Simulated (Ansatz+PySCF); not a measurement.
**doublet CH₄NO: levels of theory in one basis**

```xyz
7

H    -2.0963    0.3093   -0.2208
C    -1.1914   -0.2632   -0.0685
N    -0.0457    0.4690    0.1859
O     1.1408   -0.2357   -0.1647
H     1.6573   -0.1917    0.6481
H    -1.2288   -1.2668    0.3310
H    -0.0214    1.3491   -0.3220
```

Basis set: cc-pVTZ (spherical functions). Frozen core: 3 orbitals. Correlation on ROHF uses semicanonical orbitals with singles. Charge 0, multiplicity 2.

Computed with Ansatz (development build ahead of 0.2.0) and PySCF 2.14.0; each method stands on the lowest determinant of its kind that the runs found.

```
  method  E − E(ROHF) (eV)  <S²> of the determinant
    ROHF              0.00                     0.75
     UHF             -0.14                     0.77
ROHF-MP2            -16.56                        –
 UHF-MP2            -16.55                     0.77
```
